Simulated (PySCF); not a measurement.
## Al: ionisation energy

Al [Ne] 3s2 3p1 (2P) → Al⁺ [Ne] 3s2 (1S), as a difference of total energies. Calculation: PySCF 2.14, in aug-cc-pV(5+d)Z (8s7p6d4f3g2h, 136 functions); the non-relativistic Hamiltonian (point nucleus). Correlated levels: valence: [Ne] frozen. The calculations carry no spin-orbit coupling.

```tsv
method	ionisation energy (eV)	error (eV)
UHF	5.609	-0.368
LDA	6.037	+0.060
PBE	6.080	+0.103
PBE0	6.099	+0.122
r2SCAN	6.182	+0.205
B97-3	5.938	-0.039
wB97M-V	5.692	-0.285
BP86	6.158	+0.181
MP2 (valence)	5.865	-0.112
SCS-MP2 (valence)	5.852	-0.125
```

Reference: 5.977 eV (measured; NIST levels, between the centres of gravity of the two terms).
